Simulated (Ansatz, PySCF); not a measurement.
Gas-phase reaction in SMILES: CO (CH4O) [methanol] -> CO (CH4O) as doublet, charge +1 + e-
Each molecule is optimised on its own at B3LYP-D3(BJ)/def2-TZVP (Ansatz, a program for electronic structure).
Geometry of the first species:
```xyz
6

C     -0.0525     0.6636    -0.0008
O     -0.0399    -0.7570     0.0018
H     -1.0978     0.9691     0.0075
H      0.8740    -1.0577    -0.0054
H      0.4365     1.0833     0.8854
H      0.4213     1.0799    -0.8968
```
Charge 0, spin multiplicity 1.

Quantity: adiabatic ionisation energy (0 K, with B3LYP-D3(BJ) harmonic zero-point energies from PySCF), in eV. Valence correlation only, unless marked. Open shells are spin-unrestricted. No spin-orbit coupling. No relativistic terms. Basis-set limits of correlation are two-point, X^-3; Hartree-Fock from the larger set. The bracket is a focal-point correction in the basis named.

| level | program | adiabatic ionisation energy (eV) |
|---|---|---|
| r2SCAN/def2-TZVPD | Ansatz | 10.38 |
| LC-wPBE-D3(BJ)/def2-TZVPD | Ansatz + dftd3 | 10.69 |

Task: Estimate the value at RI-MP2/CBS(aug-cc-pVTZ,aug-cc-pVQZ)+[CCSD(T)-MP2]/aug-cc-pVTZ as computed with Ansatz.

Result: 10.91 eV
